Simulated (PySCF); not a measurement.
# Continuum solvent and chemical shifts

Bonds (- single, = double, # triple, : aromatic): C1=C2 1.285 Å, C2=C3 1.299 Å, C3=S4 1.542 Å.

GIAO PBE0/pcSseg-1 in PySCF on one PBE0-D3(BJ)/def2-SVP conformer, non-relativistic, equivalent nuclei averaged. Solvents enter as an IEF-PCM continuum (cyclohexane with ε = 2.0, tetrahydrofuran with ε = 7.4) around the gas-phase geometry. Shifts are referred to TMS, CS2 computed in the same medium.

Gas phase, δ in ppm: C1 360.4, C3 134.3, C2 107.4, S4 -106.1. Dipole moment 3.54 D.

**Question.** How does each δ change in the continuum?

**Answer.** 
```csv
atoms,environment,"Δδ, cyclohexane","Δδ, tetrahydrofuran"
C1,carbon bonded to C,-16.1,-34.2
C3,cumulene carbon,+3.3,+7.0
C2,central carbon of an allene,+1.3,+2.7
S4,thione sulfur,+12.9,+28.8
```

Changes are relative to the gas phase. The dipole moment becomes 4.23 D in cyclohexane, 5.09 D in tetrahydrofuran.

**Question.** Which nuclei move most (in ppm), and what does the model miss?

**Answer.** C1 (carbon bonded to C, -34.2 ppm) in tetrahydrofuran. A continuum only polarises the solute; specific hydrogen bonds, the anisotropy of aromatic solvents and changes of geometry or conformer are outside it.
